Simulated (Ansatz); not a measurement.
Program: Ansatz. Geometries: PBE0-D4/def2-TZVP. ΔE: electronic, gas phase. CBS: MP2 limit from def2 TZ/QZ plus the TZ coupled-cluster correction, frozen cores. This one scheme is used for every species. Functionals use def2-TZVPP. B3LYP here is the variant with VWN-RPA as its local correlation; programs differ in this.

Reaction (ligand exchange at a B–N bond): `BNB` + CH₃SH → `BSC` + `BN`

```tsv
level	ΔE (kJ/mol)	difference from CCSD(T)/CBS
B3LYP-D4	-6.0	-0.8
r2SCANh-D4	-12.2	-7.0
r2SCAN0-D4	-9.1	-3.9
BHLYP-D4	2.0	7.2
CAM-B3LYP-D4	-2.0	3.2
ωB97X-V	-4.0	1.2
ωB97M-V	-4.7	0.5
B2PLYP	-4.9	0.3
BLYP	-9.8	-4.6
r2SCANh	-12.0	-6.8
LC-ωPBE	-6.9	-1.7
CCSD/def2-SVP	0.2	5.4
SCS-MP2/def2-TZVPP	-0.6	4.6
MP2/def2-QZVPP	-5.5	-0.3
HF/CBS(def2)	18.6	23.8
MP2/CBS(def2)	-5.9	-0.7
CCSD(T)/CBS	-5.2	0
```

Largest T1 diagnostic among the species: 0.014.

From PBE to PBE0 (25 % exact exchange), in def2-TZVPP and without D4, ΔE moves by +7.6 kJ/mol. Leaving LDA and LC-ωPBE aside and taking each functional with its dispersion term where it has one, the values, not all of them listed here, spread over 22.0 kJ/mol, from PBE-D4 to BHLYP-D4.
